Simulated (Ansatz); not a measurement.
We consider zinc-blende MgS (metastable phase), described by r²SCAN (Ansatz, a first-principles code, PAW).

Settings: plane-wave cutoff 560 eV, 10×10×10 k mesh, Fermi–Dirac smearing 0.01 eV, scalar-relativistic PAW data made under PBE.

The volume scan:

```json
[
 {"V (Å³/atom)": "21.326", "E − E_lowest (meV/atom)": "16.99", "P (GPa)": "4.20"},
 {"V (Å³/atom)": "21.780", "E − E_lowest (meV/atom)": "7.30", "P (GPa)": "2.66"},
 {"V (Å³/atom)": "22.233", "E − E_lowest (meV/atom)": "1.77", "P (GPa)": "1.27"},
 {"V (Å³/atom)": "22.687", "E − E_lowest (meV/atom)": "0.00", "P (GPa)": "0.01"},
 {"V (Å³/atom)": "23.141", "E − E_lowest (meV/atom)": "1.63", "P (GPa)": "-1.14"},
 {"V (Å³/atom)": "23.595", "E − E_lowest (meV/atom)": "6.33", "P (GPa)": "-2.17"},
 {"V (Å³/atom)": "24.048", "E − E_lowest (meV/atom)": "13.81", "P (GPa)": "-3.10"}
]
```

Q: Estimate the bulk modulus from the pressures at 22.233 and 23.141 Å³/atom, and compare it with a fit to all energies.

A: B = −V dP/dV. Between V = 22.233 and 23.141 Å³/atom, dP/dV = (-1.14 − (1.27))/(23.141 − 22.233) = -2.65 GPa per Å³/atom; at the midpoint 22.687 Å³/atom this gives B ≈ 60.2 GPa. The third-order Birch–Murnaghan fit gives V0 = 22.689 Å³/atom, B0 = 59.9 GPa, B′ = 4.0, which lies within 1 % of that estimate.

The computed numbers hold no vibrational or temperature effects.

Computing time: around 70 core-seconds (rough).
